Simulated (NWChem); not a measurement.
Molecule: hydrogen cyanide (CHN); SMILES C#N

All runs: NWChem. Medium grid unless said otherwise, to which SCAN and Minnesota functionals are sensitive. Structure relaxed at the PBE0-D3(BJ)/def2-TZVP level. Total energies of different functionals are on different scales.

```json
[
 {"level": "B3LYP/def2-SVP", "energy (Ha)": "-93.3518", "highest occupied level (eV)": "-10.03", "orbital gap (eV)": "10.47", "dipole (D)": "2.83"},
 {"level": "PBE/def2-SVP", "energy (Ha)": "-93.2367", "highest occupied level (eV)": "-8.75", "orbital gap (eV)": "8.26", "dipole (D)": "2.74"},
 {"level": "N12/def2-SVP", "energy (Ha)": "-93.3329", "highest occupied level (eV)": "-8.70", "orbital gap (eV)": "8.37", "dipole (D)": "2.77"},
 {"level": "LDA (Slater exchange, VWN5)/def2-SVP", "energy (Ha)": "-92.5405", "highest occupied level (eV)": "-8.78", "orbital gap (eV)": "8.07", "dipole (D)": "2.79"},
 {"level": "PW6B95/def2-SVP", "energy (Ha)": "-93.4650", "highest occupied level (eV)": "-10.42", "orbital gap (eV)": "11.27", "dipole (D)": "2.84"},
 {"level": "MN15/def2-SVP", "energy (Ha)": "-93.2285", "highest occupied level (eV)": "-11.09", "orbital gap (eV)": "12.67", "dipole (D)": "2.83"},
 {"level": "LC-wPBE (HJS exchange hole, range parameter 0.4 per bohr)/def2-SVP", "energy (Ha)": "-93.2717", "highest occupied level (eV)": "[?]", "orbital gap (eV)": "[?]", "dipole (D)": "[?]"},
 {"level": "MPW1K/def2-SVP", "energy (Ha)": "-93.3100", "highest occupied level (eV)": "-11.42", "orbital gap (eV)": "12.95", "dipole (D)": "2.99"},
 {"level": "PW91/def2-SVP", "energy (Ha)": "-93.3133", "highest occupied level (eV)": "-8.80", "orbital gap (eV)": "8.27", "dipole (D)": "2.74"}
]
```

Some entries are withheld; supply them.


- LC-wPBE (HJS exchange hole, range parameter 0.4 per bohr)/def2-SVP, highest occupied level (eV): -13.39
- LC-wPBE (HJS exchange hole, range parameter 0.4 per bohr)/def2-SVP, orbital gap (eV): 16.70
- LC-wPBE (HJS exchange hole, range parameter 0.4 per bohr)/def2-SVP, dipole (D): 2.92
